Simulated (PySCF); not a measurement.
Gas-phase reaction: 3 Al2F6 + 2 N → 6 AlF2 + 2 NF3

Method: PySCF energies plus ideal-gas RRHO corrections (1 bar). Table values come from the NASA 1993 polynomials. After a fit of one offset per element over all species, the range-separated, M06-2X, PBE0/def2-QZVP and CCSD(T)/def2-TZVPP enthalpies, where run, lie to one side of the table for Al2F6 (+36 kJ/mol), AlF2 (+60 kJ/mol), NF3 (-20 kJ/mol): a fault of the table's entry, another state or a shared error of the levels is possible; this was not checked at source. † marks an energy on the PBE0/def2-TZVP geometry and frequencies. CCSD(T) freezes the core. Open shells (unrestricted): N (multiplicity 4), AlF2 (multiplicity 2); the rest are closed-shell singlets. For this reaction the table lies outside the span of B3LYP, M06-2X, MP2, PBE0, r2SCAN, ωB97M-V, ωB97X-V in their largest bases here; which side is off was not settled. CCSD(T) isn't extrapolated to the basis-set limit. The table's entry may be an old estimate for Al2F6, AlF2 (not checked at source).

PBE0/def2-QZVP† gives ΔH°(298 K) = 2592.6 kJ.

What does CCSD(T)/def2-SVP† give, and where does the table lie?

CCSD(T)/def2-SVP†: 3026.7 kJ. Table: 2524.8 kJ.
